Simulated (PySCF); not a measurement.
**SMILES C, CH4**

Geometry (Å), atoms numbered from 1 in this order:
```xyz
5

C    -0.0105    0.0020   -0.0024
H     0.9068   -0.6015   -0.0160
H     0.1908    0.9841   -0.4505
H    -0.3460    0.1349    1.0347
H    -0.7936   -0.5093   -0.5778
```

Computed with GIAO BP86/aug-pcSseg-2 magnetisability, rotational g tensor and spin-rotation constants, non-relativistic, gas phase in PySCF 2.14.0. Geometry: PBE0-D3(BJ)/def2-SVP.

(1) How diamagnetic is it, and how anisotropic?

(2) Split it along the inertial axes a, b, c into diamagnetic and paramagnetic parts about the centre of mass, with the quadrupole moment.

(3) And the rotational g tensor?

Results:

(1) Isotropic -320 × 10⁻³⁰ J/T², or -19.3 × 10⁻⁶ cm³/mol; principal values -320, -320, -320 × 10⁻³⁰ J/T², anisotropy 0 × 10⁻³⁰ J/T² (root of half the summed squared differences of the principal values). The susceptibility is in cgs units.

(2) 
```tsv
axis	χ (10⁻⁶ cm³/mol)	diamagnetic (10⁻⁶ cm³/mol)	paramagnetic (10⁻⁶ cm³/mol)	summed x² of all electrons (Å²)	quadrupole Θ (D Å)
a	-19.3	-28.6	9.4	3.4	0.00
b	-19.3	-28.6	9.4	3.4	0.00
c	-19.3	-28.6	9.4	3.4	0.00
```
Anisotropies 2χaa − χbb − χcc = 0.0 and 2χbb − χaa − χcc = 0.0 × 10⁻⁶ cm³/mol. Θ is traceless in Buckingham's convention.

(3) 
```tsv
axis	rotational constant (GHz)	g	nuclear part	electronic part
a	155.9550	+0.3131	0.9995	-0.6864
b	155.9523	+0.3131	0.9995	-0.6864
c	155.9415	+0.3131	0.9994	-0.6863
```
Spherical top; isotopes 12C, 1H; no vibrational averaging.
